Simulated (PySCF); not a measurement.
Isomers of C4H8O2, one GFN2-xTB conformer each. Single-point energies are computed at PBE0/pcSseg-1 (PySCF, gas phase, no added dispersion term), electronic only.

**Question.** Rank them by PBE0/pcSseg-1 energy, lowest first (kJ/mol).
A. `[CH3:1][CH2:2][O:3][C@H:4]1[CH2:5][O:6]1` with C1–C2–O3–C4 74°, C2–O3–C4–C5 -154°
B. `[CH3:1][CH:2]([CH3:3])[O:4][CH:5]=[O:6]` with C1–C2–O4–C5 -83°, C2–O4–C5–O6 0° (isopropyl formate)
C. `[CH3:1][C@H:2]1[CH2:3][O:4][CH2:5][O:6]1` with C1–C2–C3–O4 107°, C2–C3–O4–C5 30°, C3–O4–C5–O6 -38°, O4–C5–O6–C2 30°

**Answer.** B (0.0), C (87.1), A (174.2).

As drawn, the lowest has a C=O bond and a C(=O)–O unit, which the highest lacks; the highest has a three-membered ring, which the lowest lacks. GFN2-xTB itself gives, in the same order: 0.0, 15.6, 94.3. Both levels put the same isomer lowest; measured from each level's own lowest isomer, the values differ by up to 79.9 kJ/mol (CCO[C@H]1CO1: 94.3 against 174.2).

**Question.** Which frontier levels, dipoles and rotational constants go with these structures?

**Answer.** 
```
      SMILES  HOMO (eV, PBE0/pcSseg-1)  LUMO (eV)  dipole (D)     A, B, C (MHz)
   CC(C)OC=O                     -8.13       0.34        2.21  6519, 2510, 2106
C[C@H]1COCO1                     -7.48       1.50        1.47  6575, 3474, 2671
CCO[C@H]1CO1                     -7.81       1.76        1.29  8249, 2460, 2091
```
